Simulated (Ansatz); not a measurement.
in.yaml

```yaml
crystal:
  periodic: [false, false, false]
  atoms:
    - {symbol: Ge, position_ang: [0.000000, -0.030940, 0.697355]}
    - {symbol: N, position_ang: [0.000000, 0.477061, -1.200315]}
    - {symbol: O, position_ang: [0.000000, -0.277170, -2.115293]}
basis:
  gaussian: {orbitals: cc-pVDZ}
magnetization: {spin_polarized: false, initial_magnetization: 3}
correlation: {method: ccsd_t, electrons: outside_noble_gas}
scf: {omitted_lower_state_checks: [cluster_reference]}
output: {forces: true}
```

```sh
$ ansatz run in.yaml --threads 1 --pin off --events-out ev --progress --plain --max-ram 2393MiB
```

Roughly how long does this take on 1 thread of Intel Xeon, shared host, and how much host memory?

31 s wall and 0.19 GiB.

```
these checks for a lower state are left out or cut short: cluster_reference
596 factors; integrals over basis functions are off by at most 9.4e-4 eV
mean field evaluation 1: about -59987.4480 eV, gradient 1.7e1 eV
mean field evaluation 2: about -59987.5127 eV, gradient 1.7e1 eV
mean field evaluation 4: about -59988.5246 eV, gradient 3.5e0 eV
mean field evaluation 8: about -59988.5878 eV, gradient 4.6e-1 eV
mean field evaluation 16: about -59988.5950 eV, gradient 1.6e-6 eV
mean field evaluation 32: about -59986.3803 eV, gradient 1.8e1 eV
mean field evaluation 64: about -59988.0761 eV, gradient 1.3e-1 eV
mean field -59988.59495130 eV, -2204.5402027302 hartree, gradient 1.7e-6 eV, S^2 3.750000; 7 other end points of the search recorded, 0 dependent functions left out
16 core orbitals not correlated: weight in the atoms' cores, before any rotation towards them, 0.997 or more for the frozen orbitals, at most 0.003 for the correlated occupied ones
reference -59988.59495130 eV, -2204.5402027302 hartree; 9, 6 occupied and 30, 33 virtual orbitals, 596 factors
second order -10.58371025 eV of doubles, -0.25202385 eV of singles
cycle   1  -10.60586359 eV  change    2.4e-1 eV  update   1.2e-1
cycle   2  -11.03508130 eV  change   -4.3e-1 eV  update   4.3e-2
cycle   3  -11.15730322 eV  change   -1.2e-1 eV  update   3.9e-2
cycle   4  -11.16380692 eV  change   -6.5e-3 eV  update   2.3e-2
cycle   5  -11.17629294 eV  change   -1.2e-2 eV  update   1.5e-2
cycle   6  -11.18475984 eV  change   -8.5e-3 eV  update   5.7e-3
cycle   7  -11.18560198 eV  change   -8.4e-4 eV  update   2.5e-3
cycle   8  -11.18737262 eV  change   -1.8e-3 eV  update   1.3e-3
cycle   9  -11.18748744 eV  change   -1.1e-4 eV  update   5.5e-4
cycle  10  -11.18722435 eV  change    2.6e-4 eV  update   2.3e-4
cycle  11  -11.18733433 eV  change   -1.1e-4 eV  update   1.1e-4
cycle  12  -11.18735429 eV  change   -2.0e-5 eV  update   4.7e-5
cycle  13  -11.18735768 eV  change   -3.4e-6 eV  update   2.4e-5
cycle  14  -11.18735552 eV  change    2.2e-6 eV  update   9.2e-6
cycle  15  -11.18734785 eV  change    7.7e-6 eV  update   4.5e-6
cycle  16  -11.18734787 eV  change   -2.2e-8 eV  update   2.1e-6
cycle  17  -11.18734931 eV  change   -1.4e-6 eV  update   6.9e-7
cycle  18  -11.18734929 eV  change    1.3e-8 eV  update   3.0e-7
cycle  19  -11.18734942 eV  change   -1.3e-7 eV  update   1.5e-7
perturbative correction -0.43432759 eV, -0.0159612444 hartree
the calculation of the forces begins
Total energy: -60000.21662830 eV, -2204.9672914826 hartree
Atom 0 at     0.000000    -0.030940     0.697355 Å, force     0.000000    -0.174092     0.605483 eV/Å
Atom 1 at     0.000000     0.477061    -1.200315 Å, force     0.000000     1.132797     0.527342 eV/Å
Atom 2 at     0.000000    -0.277170    -2.115293 Å, force    -0.000000    -0.958705    -1.132825 eV/Å
Dipole moment:     0.000000     0.001366     0.142697 e Å
Checks for a lower state left out: cluster_reference
```

Forces (eV/Å):
```
Ge   0.000 -0.174  0.605
N    0.000  1.133  0.527
O    0.000 -0.959 -1.133
```
